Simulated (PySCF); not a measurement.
**LiN⁺: energy against distance**

Set-up: basis Li cc-pVDZ, N cc-pVDZ; no relativity; PySCF 2.14. Energies in eV from Li⁺ + N in their ground configurations at the same level. State: ⁴Σ⁻ (quartet), unpaired electrons σ ↑, π ↑↑.

All columns are revPBE. A positive dipole points towards N; it is taken about the centre of mass and depends on that origin.

```tsv
R (Å)	E (eV)	μ (D)	Mulliken charge on Li (basis-dependent)	HOMO (eV)	LUMO (eV)	Mayer bond order	⟨S²⟩
2.002	-0.199	-5.41	0.86	-15.11	-11.33	0.27	3.75
2.095	-0.258	-5.72	0.86	-14.87	-11.12	0.27	3.75
2.188	-0.292	-6.03	0.86	-14.64	-10.92	0.27	3.75
2.258	-0.305	-6.26	0.86	-14.47	-10.76	0.26	3.75
2.328	-0.310	-6.50	0.87	-14.30	-10.60	0.25	3.75
2.398	-0.309	-6.74	0.87	-14.14	-10.45	0.25	3.75
2.491	-0.302	-7.06	0.88	-13.94	-10.25	0.23	3.75
2.607	-0.288	-7.46	0.89	-13.69	-9.99	0.22	3.75
2.747	-0.265	-7.95	0.90	-13.41	-9.70	0.20	3.75
2.933	-0.231	-8.62	0.91	-13.06	-9.33	0.17	3.75
```

A fit through these points gives, at Re = 2.356 Å, μ = -6.59 D and dμ/dR = -3.41 D/Å; the reduced mass is 4.674 u.

Question: How strong is the fundamental in the double-harmonic approximation, I = 42.26·(dμ/dR)²/μred km/mol?

Answer: I = 42.26·(-3.41)²/4.674 = 105 km/mol at revPBE.

The bond is weak. Basis-set superposition, not corrected here, can be much of De in a small basis, most of all at correlated wavefunction levels. For an ion De counts to the pair picked by the measured ionisation energies or electron affinities, which need not be the lowest pair at this level. The state was picked by a PBE0 search and need not be the measured ground state.
